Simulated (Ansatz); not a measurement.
Input file:

```yaml
crystal:
  periodic: [false, false, false]
  atoms:
    - {symbol: B, position_ang: [0.000000, 0.000000, -0.035663]}
    - {symbol: H, position_ang: [0.000000, 0.717784, -1.090409]}
    - {symbol: H, position_ang: [0.000000, 0.000000, 2.563337]}
    - {symbol: H, position_ang: [0.000000, -0.717784, -1.090409]}
basis:
  gaussian: {orbitals: aug-cc-pVDZ}
total_charge: 1
magnetization: {spin_polarized: false, initial_magnetization: 1}
correlation: {method: fci, electrons: outside_noble_gas}
```

```sh
$ ansatz run in.yaml --threads 1 --pin off --events-out ev --progress --plain --max-ram 2393MiB
```

Q: Roughly how long does this take on 1 thread of Arm Neoverse V2, shared host, and how much host memory?

A: 70 s wall and 0.76 GiB.

```
820 factors; integrals over basis functions are off by at most 2.2e-7 eV
mean field evaluation 1: about -698.7764 eV, gradient 1.3e1 eV
mean field evaluation 2: about -698.7755 eV, gradient 1.3e1 eV
mean field evaluation 4: about -701.7410 eV, gradient 2.5e0 eV
mean field evaluation 8: about -701.8482 eV, gradient 1.5e-4 eV
mean field evaluation 16: about -701.1410 eV, gradient 1.9e-6 eV
mean field -701.84819009 eV, -25.7924452559 hartree, gradient 1.3e-6 eV, S^2 0.750000; 2 other end points of the search recorded, 0 dependent functions left out
mean field evaluation 32: about -701.8495 eV, gradient 1.3e-4 eV
unrestricted determinant -702.64613857 eV, -25.8217693218 hartree, S^2 1.6312
1 core orbitals not correlated: weight in the atoms' cores, before any rotation towards them, 1.000 or more for the frozen orbitals, at most 0.000 for the correlated occupied ones
reference -701.84819009 eV, -25.7924452559 hartree; 3, 2 occupied and 46, 47 virtual orbitals, 820 factors
state -705.25123172 eV, -25.9175047291 hartree
Total energy: -705.25123172 eV, -25.9175047291 hartree
```

Natural occupations: 1.9484 1.5635 0.9934 0.4167 0.0204 0.0159 0.0140 0.0073 0.0039 0.0035 0.0034 0.0026 0.0017 0.0015 0.0008 0.0006 0.0005 0.0005 0.0003 0.0003 0.0002 0.0002 0.0002 0.0001.
